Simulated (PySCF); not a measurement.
Fractional electron number in Ar (argon, neutral)

The 3p beta orbital of [Ar] is emptied in steps (occupation f), with all orbitals relaxed, ending at [Ne] 3s2 3p5. Computed with PySCF 2.14 in def2-TZVP (5s5p2d1f, 37 functions), with no relativity, point nucleus. The exact energy is a straight line in f; departures are measured from the line between the end points of the same method.

Task: Among UHF, LDA, PBE, PBE0, r2SCAN, LC-wPBE, BHandHLYP, wB97X, MN15, B3LYP, which shows the largest delocalisation error (convex curve), and which is closest to linear?

Result: Most convex: LDA (-1.374 eV at f = 0.4); closest to linear: LC-wPBE (-0.205 eV).

| f | UHF (eV) | LDA (eV) | PBE (eV) | PBE0 (eV) | r2SCAN (eV) | LC-wPBE (eV) | BHandHLYP (eV) | wB97X (eV) | MN15 (eV) | B3LYP (eV) |
| --- | --- | --- | --- | --- | --- | --- | --- | --- | --- | --- |
| 1 | 0.000 | 0.000 | 0.000 | 0.000 | 0.000 | 0.000 | 0.000 | 0.000 | 0.000 | 0.000 |
| 0.8 | 0.230 | -0.911 | -0.883 | -0.609 | -0.811 | -0.142 | -0.344 | -0.201 | -0.481 | -0.673 |
| 0.6 | 0.337 | -1.371 | -1.324 | -0.911 | -1.203 | -0.210 | -0.518 | -0.299 | -0.714 | -1.011 |
| 0.4 | 0.328 | -1.374 | -1.322 | -0.908 | -1.186 | -0.205 | -0.521 | -0.296 | -0.704 | -1.012 |
| 0.2 | 0.214 | -0.918 | -0.878 | -0.602 | -0.779 | -0.133 | -0.350 | -0.197 | -0.460 | -0.675 |
| 0 | 0.000 | 0.000 | 0.000 | 0.000 | 0.000 | 0.000 | 0.000 | 0.000 | 0.000 | 0.000 |

```json
{"method": "UHF", "E(f=0) − E(f=1) (eV)": "14.573", "−ε at f=1 (eV)": "16.052", "−ε at f=0.4 (eV)": "14.258"}
{"method": "LDA", "E(f=0) − E(f=1) (eV)": "15.985", "−ε at f=1 (eV)": "10.313", "−ε at f=0.4 (eV)": "17.114"}
{"method": "PBE", "E(f=0) − E(f=1) (eV)": "15.694", "−ε at f=1 (eV)": "10.180", "−ε at f=0.4 (eV)": "16.811"}
{"method": "PBE0", "E(f=0) − E(f=1) (eV)": "15.717", "−ε at f=1 (eV)": "11.911", "−ε at f=0.4 (eV)": "16.493"}
{"method": "r2SCAN", "E(f=0) − E(f=1) (eV)": "15.779", "−ε at f=1 (eV)": "10.669", "−ε at f=0.4 (eV)": "16.857"}
{"method": "LC-wPBE", "E(f=0) − E(f=1) (eV)": "15.791", "−ε at f=1 (eV)": "14.893", "−ε at f=0.4 (eV)": "15.989"}
{"method": "BHandHLYP", "E(f=0) − E(f=1) (eV)": "15.621", "−ε at f=1 (eV)": "13.484", "−ε at f=0.4 (eV)": "16.039"}
{"method": "wB97X", "E(f=0) − E(f=1) (eV)": "15.738", "−ε at f=1 (eV)": "14.482", "−ε at f=0.4 (eV)": "15.998"}
{"method": "MN15", "E(f=0) − E(f=1) (eV)": "15.802", "−ε at f=1 (eV)": "12.772", "−ε at f=0.4 (eV)": "16.448"}
{"method": "B3LYP", "E(f=0) − E(f=1) (eV)": "15.783", "−ε at f=1 (eV)": "11.581", "−ε at f=0.4 (eV)": "16.624"}
```

Reference removal energy between the ground levels: 15.760 eV (measured; NIST Atomic Spectra Database, ionization energies). The calculation has no spin-orbit coupling. UHF lacks correlation.
